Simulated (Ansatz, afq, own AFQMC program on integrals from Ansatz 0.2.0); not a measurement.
Integrals from Ansatz 0.2.0, then the random walk in our own AFQMC program (afq).

```yaml
crystal:
  periodic: [false, false, false]
  atoms:
    - {symbol: O, position_ang: [0.000000, -0.101264, 0.500232]}
    - {symbol: C, position_ang: [0.000000, 0.073612, -0.752550]}
    - {symbol: H, position_ang: [0.000000, 0.730231, 1.027088]}
basis:
  gaussian: {orbitals: cc-pVDZ}
magnetization: {spin_polarized: true, initial_magnetization: 1}
correlation: {method: ccsd_t, electrons: outside_noble_gas, hamiltonian_folder: ham}
```

```sh
$ ansatz run in.yaml --threads 1 --pin off --events-out ev --progress --plain --max-ram 1382MiB
```

afq runs on the folder ham with

```
--method phaseless --trial cisd --walkers 60 --populations 1 --least-time 40 --time-step 0.005 --steps-per-block 50 --equilibration-blocks 28 --max-blocks 300 --target-error 0.0004 --factor-cut 1e-05 --start spin_pure --seed 1452 --release-times 0.24,0.51,0.99,1.62,2.4 --release-step 0.03 --release-every 4 --taylor-order 6
```

Times are imaginary, in 1/Eh. The walk had a cap of 774 s.

Log:

```
orbitals 31  electrons 6 5  factors 232 of 306
reference energy -113.20815780 Eh
CCSD correlation -0.29367048 Eh in 13 cycles, weight of the determinant in the CISD state 0.8984
energy of the start -113.501497 Eh
 block  time / (1/Eh)  mean weight  energy / Eh
     1     0.250  1.0017  -113.498336
     2     0.500  0.9975  -113.500550
     3     0.750  1.0036  -113.505453
     4     1.000  1.0015  -113.505359
     5     1.250  0.9995  -113.510382
     9     2.250  1.0011  -113.511459
    33     8.250  0.9992  -113.516215
    65    16.250  1.0030  -113.510867
    97    24.250  1.0000  -113.516287
   129    32.250  0.9999  -113.501643
   161    40.250  0.9979  -113.509513
   193    48.250  1.0006  -113.519459
   225    56.250  1.0017  -113.508701
   257    64.250  1.0025  -113.505653
   289    72.250  0.9979  -113.508508
   313    78.250  0.9969  -113.527950
   321    80.250  0.9989  -113.508253
blocks merged  error / Eh  count
     1  0.000377  300
     2  0.000462  150
     4  0.000539  75
     8  0.000617  37
    16  0.000447  18
    32  0.000293  9
released: time / (1/Eh)  energy / Eh  error  mean overlap
  0.24  -113.511841  0.000514  0.9988
  0.51  -113.512307  0.000422  0.9921
  0.99  -113.511751  0.000580  1.0132
  1.62  -113.511437  0.000681  1.0001
  2.40  -113.511262  0.001025  0.9885
energy -113.511435 +/- 0.000617 Eh
(rows thinned)
```

The run passed its tests (sampling time, drift between the halves within three errors, error under three times the target), which doesn't prove that it has relaxed.

Against this walk (error 16.8 meV) on the same determinant: CCSD(T) 37.2 meV higher, CCSDT(Q) 1.7 meV lower (within the noise). The error is statistical and leaves out the bias of the constraint. Released to 2.40 1/Eh the energy moves by 5 ± 33 meV (both errors), within twice the noise.

Cautions: constraint bias not in the error; error above the target (16.8 against 10.9 meV).

The walk took 3.6 min on 1 thread of Intel(R) Xeon(R) 6975P-C (Granite Rapids), with other jobs on the host. The log's last line is the phaseless energy.

CCSDT and higher add their correlation energy to the determinant of the CCSD(T) run, since their own runs factorise the integrals more tightly (a shift of under 2 meV). A walk keeps the symmetry of its determinant, which the program's search chose and which needn't be the lowest solution, so a lower state of the same spin and another symmetry isn't excluded.
